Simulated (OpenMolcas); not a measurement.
# H3S+ (sulfonium) at 6 levels

We compute a comparison of 6 runs (HF/STO-3G, B3LYP/STO-3G, M06-2X/STO-3G, PBE0/STO-3G, MP2/STO-3G, ACPF/STO-3G) of H3S+ (sulfonium). 

The results are computed with OpenMolcas 26.06.

### 1 Starting point

The species is H3S+ (4 atoms), meant as a singlet with charge +1. As SMILES, `[SH3+]`. The S1–H3 distance was set to 2.033 Å, away from the relaxed value. At this shape a bond of the SMILES string is far longer than usual.

Bond lengths: S1–H2 1.356 Å, S1–H4 1.355 Å. Angles: H2–S1–H4 93.7°.

### 2 A single-point energy at HF/STO-3G (run 1)

The input, input.xyz:

```xyz
4

S      0.699510     0.367606    -0.731444
H      1.245910     0.749436     0.448856
H     -0.494150    -1.037930     0.125030
H     -0.257610     1.326436    -0.698934
```

The input, run.input:

```
* H3S Hartree-Fock
&GATEWAY
BasLib = $CurrDir
Coord = input.xyz
Basis = STO-3G
Group = NoSym
&SEWARD
&SCF
Charge = 1
Thresholds = 1e-10 1e-07 1e-07 1e-05
PrOrbitals = 1 1
```

The basis set STO-3G is read from a file made from the Basis Set Exchange's data (not shown).

On the command line:

```sh
$ export MOLCAS_MEM=1860
$ pymolcas run.input > run.log
```

The program printed:

```text
--- Start Module: gateway ---
[...]
--- Stop Module: gateway /rc=_RC_ALL_IS_WELL_ ---
--- Start Module: seward ---
[...]
      Basis functions           12
--- Stop Module: seward /rc=_RC_ALL_IS_WELL_ ---
--- Start Module: scf ---
[...]
       Convergence after  13 Iterations
[...]
::    Total SCF energy                               -394.5385719445
[...]
      Total spin, S                                     0.0000000000
[...]
      Total electronic charge=   18.000000
      Total            charge=    1.000000
[...]
      Dipole Moment (debye):
      Origin of the operator (angstrom)=    0.6533    0.3657   -0.6719
                   X= -2.2863E+00               Y= -8.4527E-01               Z=  2.5703E+00           Total=  3.5423E+00
      Center of Charge (angstrom)
[...]
--- Stop Module: scf /rc=_RC_ALL_IS_WELL_ ---
[...]
```

It took 1.6 s on 1 thread of Arm Neoverse V1, shared host; peak memory 0.37 GiB.

### 3 The energy at B3LYP/STO-3G (run 2)

input.xyz is that of step 2.

The input, run.inp:

```
* H3S Kohn-Sham DFT
&GATEWAY
BASLIB = $CurrDir
COORD = input.xyz
BASIS = STO-3G
GROUP = NoSym
&SEWARD
GRIDINPUT
Grid=UltraFine
End of Grid
&SCF
CHARGE = 1
KSDFT = B3LYP
THRESHOLDS = 1e-10 1e-07 1e-07 1e-05
PRORBITALS = 1 1
```

The basis set STO-3G is read from a file made from the Basis Set Exchange's data (not shown).

On the command line:

```sh
$ export MOLCAS_MEM=1860
$ pymolcas run.inp > run.log
```

The program printed:

```text
--- Start Module: gateway ---
[...]
--- Stop Module: gateway /rc=_RC_ALL_IS_WELL_ ---
--- Start Module: seward ---
[...]
      Basis functions           12
--- Stop Module: seward /rc=_RC_ALL_IS_WELL_ ---
--- Start Module: scf ---
[...]
       Convergence after  15 Iterations
[...]
::    Total KS-DFT energy                            -395.2166604271
[...]
      Total spin, S                                     0.0000000000
[...]
      Total electronic charge=   18.000000
      Total            charge=    1.000000
[...]
      Dipole Moment (debye):
      Origin of the operator (angstrom)=    0.6533    0.3657   -0.6719
                   X= -1.9347E+00               Y= -4.2379E-01               Z=  2.3215E+00           Total=  3.0515E+00
      Center of Charge (angstrom)
[...]
--- Stop Module: scf /rc=_RC_ALL_IS_WELL_ ---
[...]
```

It took 4.5 s on 1 thread of Arm Neoverse V1, shared host; peak memory 0.37 GiB.

### 4 The energy at M06-2X/STO-3G (run 3)

input.xyz is that of step 3.

The input, run.inp:

```
>>> EXPORT MOLCAS_PRINT=2

&gateway
 baslib = $CurrDir
 coord = input.xyz
 basis = STO-3G
 group = NoSym

&seward
 gridinput
 Grid=UltraFine
 End of Grid

&scf
 charge = 1
 ksdft = M062X
 thresholds = 1e-10 1e-07 1e-07 1e-05
 prorbitals = 1 1
```

The basis set STO-3G is read from a file made from the Basis Set Exchange's data (not shown).

On the command line:

```sh
$ export MOLCAS_MEM=1860
$ pymolcas run.inp > run.log
```

The program printed:

```text
--- Start Module: gateway ---
[...]
--- Stop Module: gateway /rc=_RC_ALL_IS_WELL_ ---
--- Start Module: seward ---
[...]
      Basis functions           12
--- Stop Module: seward /rc=_RC_ALL_IS_WELL_ ---
--- Start Module: scf ---
[...]
       Convergence after  14 Iterations
[...]
::    Total KS-DFT energy                            -395.2066123263
[...]
      Total spin, S                                     0.0000000000
[...]
      Total electronic charge=   18.000000
      Total            charge=    1.000000
[...]
      Dipole Moment (debye):
      Origin of the operator (angstrom)=    0.6533    0.3657   -0.6719
                   X= -2.1029E+00               Y= -5.9939E-01               Z=  2.4537E+00           Total=  3.2867E+00
      Center of Charge (angstrom)
[...]
--- Stop Module: scf /rc=_RC_ALL_IS_WELL_ ---
[...]
```

Wall time 4.8 s (1 thread of Arm Neoverse V1, shared host); peak memory 0.37 GiB.

Runs 4 to 5 aren't shown in full; the table further down has their settings and results.

### 5 The energy at ACPF/STO-3G (run 6)

input.xyz is that of step 4.

The input, run.input:

```
* H3S ACPF
>>> EXPORT MOLCAS_PRINT=2

&GATEWAY
  BasLib
  $CurrDir
  Coord
  input.xyz
  Basis
  STO-3G
  Group
  NoSym

&SEWARD

&SCF
  Charge
  1
  Thresholds
  1e-10 1e-07 1e-07 1e-05
  PrOrbitals
  1 1

&MOTRA
  Frozen
  5

&GUGA
  Electrons
  8
  Spin
  1
  Inactive
  4
  Active
  0
  CIAll
  1

&CPF
  ACPF
```

The basis set STO-3G is read from a file made from the Basis Set Exchange's data (not shown).

On the command line:

```sh
$ export MOLCAS_MEM=1860
$ pymolcas run.input > run.log
```

The program printed:

```text
--- Start Module: gateway ---
[...]
--- Stop Module: gateway /rc=_RC_ALL_IS_WELL_ ---
[...]
      Basis functions           12
[...]
       Convergence after  13 Iterations
[...]
::    Total SCF energy                               -394.5385719445
[...]
      Total spin, S                                     0.0000000000
[...]
      *** WARNING: Default frozen orbitals is overwritten by user input.
      *** Default values:   5
[...]
--- Start Module: guga ---
[...]
--- Stop Module: guga /rc=_RC_ALL_IS_WELL_ ---
--- Start Module: cpf ---
[...]
      Active orbitals                            0       0
[...]
      Spin quantum number                      0.0
[...]
     FINAL ACPF ENERGY        -394.64558039
     FINAL CORRELATION ENERGY   -0.10700845  REFERENCE ENERGY    -394.53857194
[...]
      Title:  ACPF natural orbitals
[...]
      Total electronic charge=   18.000000
      Total            charge=    1.000000
[...]
      Dipole Moment (debye):
      Origin of the operator (angstrom)=    0.6533    0.3657   -0.6719
                   X= -1.1142E+00               Y=  5.5862E-01               Z=  1.7410E+00           Total=  2.1411E+00
      Quadrupole Moment (debye*angstrom):
[...]
--- Stop Module: cpf /rc=_RC_ALL_IS_WELL_ ---
[...]
```

Wall time 1.8 s (1 thread of Arm Neoverse V1, shared host); peak memory 0.37 GiB.

### 6 Overview of the runs

| run | level | integration grid | frozen core orbitals | energy (Eh) | HOMO energy (eV) | LUMO energy (eV) | HOMO–LUMO gap (eV) | wall time |
| --- | --- | --- | --- | --- | --- | --- | --- | --- |
| 1 | HF/STO-3G | – | – | -394.538572 | -18.21 | -4.70 | 13.52 | 1.6 s |
| 2 | B3LYP/STO-3G | UltraFine | – | -395.216660 | -15.57 | -9.18 | 6.39 | 4.5 s |
| 3 | M06-2X/STO-3G | UltraFine | – | -395.206612 | -16.77 | -7.77 | 9.00 | 4.8 s |
| 4 | PBE0/STO-3G | UltraFine | – | -395.076267 | -15.72 | -8.83 | 6.89 | 3.9 s |
| 5 | MP2/STO-3G | – | 5 | -394.602436 | -18.21 | -4.70 | 13.52 | 1.7 s |
| 6 | ACPF/STO-3G | – | 5 | -394.645580 | -18.21 | -4.70 | 13.52 | 1.8 s |

### 7 Results

| quantity | value |
| --- | --- |
| run 6: total energy | -394.64558 Eh |
| run 6: HOMO energy (Hartree–Fock orbitals) | -18.21 eV |
| run 6: LUMO energy (Hartree–Fock orbitals) | -4.70 eV |
| run 6: HOMO–LUMO gap (Hartree–Fock orbitals) | 13.52 eV |
| run 6: correlation energy (5 core orbitals frozen) | -107.0 mEh |

In words: Below the HF energy at the same shape and in the same basis (STO-3G): MP2 -63.9 mEh; ACPF -107.0 mEh. Over runs 1, 2, 3, 4 the HOMO–LUMO gap runs from 6.39 eV (B3LYP/STO-3G) to 13.52 eV (HF/STO-3G). Exact exchange widens orbital gaps. Totals of different functionals can't be ranked against each other. In runs 1, 2, 3, 4, 5, 6 the basis is minimal, so the values are rough. All runs together took 18 s, the longest 4.8 s.
